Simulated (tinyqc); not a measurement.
Worked calculation: Pariser-Parr-Pople SCF with singles CI, for the molecule Fc1cnc[cH-]1 (SMILES; centres numbered as the heavy atoms are written). Computed by tinyqc, a small Python program that keeps every step. Settings: charge = -1, gamma = Ohno, start = huckel, damping = 0.5, iteration cap = 55, excitations kept = 9. Command: `OMP_NUM_THREADS=1 python tinyqc.py 21419 21420 out.jsonl` (the two numbers bound the seeds that draw the settings). One thread of a shared host (Intel(R) Xeon(R) Processor @ 2.60GHz), about 0.01 s of CPU time with the checks. Later iterations appear only in the table of the cycle.

## PPP integrals

Centres (angstrom, eV; a flat drawing with bonds scaled to 1.40 angstrom):
```
centre         x         y  core charge z         W  gamma_rr
1F       2.15900   0.00000              2  39.00000  21.40000
2C       0.75900   0.00000              1  11.16000  11.13000
3C      -0.06400   1.13300              1  11.16000  11.13000
4N      -1.39500   0.70000              1  14.10000  12.30000
5C      -1.39500  -0.70000              1  11.16000  11.13000
6C      -0.06400  -1.13300              1  11.16000  11.13000
```

Resonance integrals (eV):
```
i  j      beta
1  2  -1.95000
2  3  -2.22000
3  4  -2.33000
4  5  -2.33000
5  6  -2.22000
6  2  -2.22000
```

Ohno: gamma = 14.399645/sqrt(R^2 + a^2), a = 2 x 14.399645/(gamma_rr + gamma_ss); H_rr = -W_r - sum_(s != r) z_s gamma_rs; H_rs = beta for bonds.

repulsion gamma_rs (eV), order 1F, 2C, 3C, 4N, 5C, 6C:
$$\begin{pmatrix}
21.40000 & 8.69315 & 5.43898 & 3.86908 & 3.86163 & 5.43898 \\
8.69315 & 11.13000 & 7.55280 & 5.58791 & 5.52057 & 7.55280 \\
5.43898 & 7.55280 & 11.13000 & 7.73026 & 5.51987 & 5.51853 \\
3.86908 & 5.58791 & 7.73026 & 12.30000 & 7.72920 & 5.58718 \\
3.86163 & 5.52057 & 5.51987 & 7.72920 & 11.13000 & 7.55485 \\
5.43898 & 7.55280 & 5.51853 & 5.58718 & 7.55485 & 11.13000
\end{pmatrix}$$

core matrix H (eV), order 1F, 2C, 3C, 4N, 5C, 6C:
$$\begin{pmatrix}
-66.30182 & -1.95000 & 0.00000 & 0.00000 & 0.00000 & 0.00000 \\
-1.95000 & -54.76038 & -2.22000 & 0.00000 & 0.00000 & -2.22000 \\
0.00000 & -2.22000 & -48.35941 & -2.33000 & 0.00000 & 0.00000 \\
0.00000 & 0.00000 & -2.33000 & -48.47271 & -2.33000 & 0.00000 \\
0.00000 & 0.00000 & 0.00000 & -2.33000 & -45.20775 & -2.22000 \\
0.00000 & -2.22000 & 0.00000 & 0.00000 & -2.22000 & -48.25132
\end{pmatrix}$$

## Starting guess

pi electrons, sum of z_r less the charge = 8

Orbitals of the Hueckel matrix of the beta values.

P at the start, order 1F, 2C, 3C, 4N, 5C, 6C:
$$\begin{pmatrix}
1.79685 & 0.41872 & -0.28517 & 0.09735 & 0.11023 & -0.29454 \\
0.41872 & 1.13687 & 0.59301 & -0.20904 & -0.21900 & 0.60218 \\
-0.28517 & 0.59301 & 1.30973 & 0.60109 & -0.29945 & -0.14176 \\
0.09735 & -0.20904 & 0.60109 & 1.20945 & 0.67467 & -0.29405 \\
0.11023 & -0.21900 & -0.29945 & 0.67467 & 1.22873 & 0.58542 \\
-0.29454 & 0.60218 & -0.14176 & -0.29405 & 0.58542 & 1.31836
\end{pmatrix}$$

## Iteration 1: Fock matrix

F_rr = H_rr + P_rr gamma_rr / 2 + sum_(s != r) P_ss gamma_rs; F_rs = H_rs - P_rs gamma_rs / 2; E = tr P (H + F) / 2 + core repulsion sum_(r<s) z_r z_s gamma_rs.

F (eV), order 1F, 2C, 3C, 4N, 5C, 6C:
$$\begin{pmatrix}
-13.47397 & -3.76998 & 0.77552 & -0.18833 & -0.21283 & 0.80099 \\
-3.76998 & 0.57768 & -4.45946 & 0.58404 & 0.60449 & -4.49407 \\
0.77552 & -4.45946 & 0.69607 & -4.65328 & 0.82647 & 0.39116 \\
-0.18833 & 0.58404 & -4.65328 & -0.74208 & -4.93735 & 0.82145 \\
-0.21283 & 0.60449 & 0.82647 & -4.93735 & 1.38274 & -4.43137 \\
0.80099 & -4.49407 & 0.39116 & 0.82145 & -4.43137 & 0.71308
\end{pmatrix}$$

pi energy = -125.94132 eV

## Iteration 1: orbitals and new P

Diagonalise F (the basis is taken as orthonormal) and form P = 2 sum c c over the lowest orbitals; 0.5 of the old P is kept.

orbital energies (eV): [-14.44211, -7.34359, -3.59454, -2.74671, 8.45092, 8.82955]

P after iteration 1, order 1F, 2C, 3C, 4N, 5C, 6C:
$$\begin{pmatrix}
1.87573 & 0.30790 & -0.21860 & 0.07493 & 0.08044 & -0.22045 \\
0.30790 & 1.14045 & 0.62826 & -0.22089 & -0.21676 & 0.61731 \\
-0.21860 & 0.62826 & 1.25619 & 0.59865 & -0.30682 & -0.17263 \\
0.07493 & -0.22089 & 0.59865 & 1.26767 & 0.66109 & -0.27167 \\
0.08044 & -0.21676 & -0.30682 & 0.66109 & 1.17967 & 0.61535 \\
-0.22045 & 0.61731 & -0.17263 & -0.27167 & 0.61535 & 1.28028
\end{pmatrix}$$

## Iteration 2: Fock matrix

As before.

F (eV), order 1F, 2C, 3C, 4N, 5C, 6C:
$$\begin{pmatrix}
-13.06135 & -3.28832 & 0.59449 & -0.14495 & -0.15531 & 0.59952 \\
-3.28832 & 0.64584 & -4.59257 & 0.61716 & 0.59832 & -4.55121 \\
0.59449 & -4.59257 & 0.82328 & -4.64384 & 0.84680 & 0.47632 \\
-0.14495 & 0.61716 & -4.64384 & -1.06467 & -4.88485 & 0.75893 \\
-0.15531 & 0.59832 & 0.84680 & -4.88485 & 1.30088 & -4.54442 \\
0.59952 & -4.55121 & 0.47632 & 0.75893 & -4.54442 & 0.61640
\end{pmatrix}$$

pi energy = -126.75828 eV

## Iteration 2: orbitals and new P

As before.

orbital energies (eV): [-13.84413, -7.49060, -3.73559, -2.88745, 8.47847, 8.73967]

P after iteration 2, order 1F, 2C, 3C, 4N, 5C, 6C:
$$\begin{pmatrix}
1.92130 & 0.23787 & -0.17576 & 0.06015 & 0.06171 & -0.17237 \\
0.23787 & 1.14524 & 0.65184 & -0.22696 & -0.21524 & 0.62216 \\
-0.17576 & 0.65184 & 1.21705 & 0.59596 & -0.31185 & -0.18891 \\
0.06015 & -0.22696 & 0.59596 & 1.31010 & 0.64925 & -0.25942 \\
0.06171 & -0.21524 & -0.31185 & 0.64925 & 1.14792 & 0.63641 \\
-0.17237 & 0.62216 & -0.18891 & -0.25942 & 0.63641 & 1.25840
\end{pmatrix}$$

## Iteration 3: Fock matrix

As before.

F (eV), order 1F, 2C, 3C, 4N, 5C, 6C:
$$\begin{pmatrix}
-12.82260 & -2.98393 & 0.47798 & -0.11636 & -0.11915 & 0.46875 \\
-2.98393 & 0.66943 & -4.68162 & 0.63412 & 0.59412 & -4.56953 \\
0.47798 & -4.68162 & 0.92139 & -4.63344 & 0.86068 & 0.52125 \\
-0.11636 & 0.63412 & -4.63344 & -1.27097 & -4.83910 & 0.72472 \\
-0.11915 & 0.59412 & 0.86068 & -4.83910 & 1.27311 & -4.62399 \\
0.46875 & -4.56953 & 0.52125 & 0.72472 & -4.62399 & 0.55975
\end{pmatrix}$$

pi energy = -127.26509 eV

## Iteration 3: orbitals and new P

As before.

orbital energies (eV): [-13.49862, -7.57316, -3.81802, -2.96965, 8.45455, 8.73500]

P after iteration 3, order 1F, 2C, 3C, 4N, 5C, 6C:
$$\begin{pmatrix}
1.94761 & 0.19314 & -0.14788 & 0.05043 & 0.04976 & -0.14090 \\
0.19314 & 1.15042 & 0.66790 & -0.23011 & -0.21420 & 0.62177 \\
-0.14788 & 0.66790 & 1.18834 & 0.59335 & -0.31488 & -0.19726 \\
0.05043 & -0.23011 & 0.59335 & 1.34095 & 0.63934 & -0.25273 \\
0.04976 & -0.21420 & -0.31488 & 0.63934 & 1.12686 & 0.65163 \\
-0.14090 & 0.62177 & -0.19726 & -0.25273 & 0.65163 & 1.24582
\end{pmatrix}$$

## Convergence

Stop when output and input P, before any damping, agree to 1e-7.

Course of the cycle:
```
iteration        E (eV)  largest |P(out) - P(in)|
1          -125.9413206                  2.22e-01
2          -126.7582796                  1.40e-01
3          -127.2650917                  8.95e-02
4          -127.5623974                  5.76e-02
5          -127.7312636                  3.73e-02
6          -127.8253016                  2.43e-02
7          -127.8770410                  1.78e-02
8          -127.9053143                  1.35e-02
9          -127.9207192                  1.03e-02
10         -127.9291135                  7.84e-03
11         -127.9336995                  6.01e-03
...                 ...                       ...
45         -127.9394010                  1.49e-06
46         -127.9394010                  1.17e-06
47         -127.9394010                  9.24e-07
48         -127.9394010                  7.28e-07
49         -127.9394010                  5.74e-07
50         -127.9394010                  4.53e-07
51         -127.9394010                  3.57e-07
52         -127.9394010                  2.81e-07
53         -127.9394010                  2.22e-07
54         -127.9394010                  1.75e-07
55         -127.9394010                  1.38e-07
```

Not converged within 55 iterations: the residual falls steadily but slowly, by a factor of about 0.79 a step. Reruns (cap 100 unless said): damping 0: converged in 25 (E = -127.93940); the original settings with a cap of 400: converged in 57 (E = -127.93940).
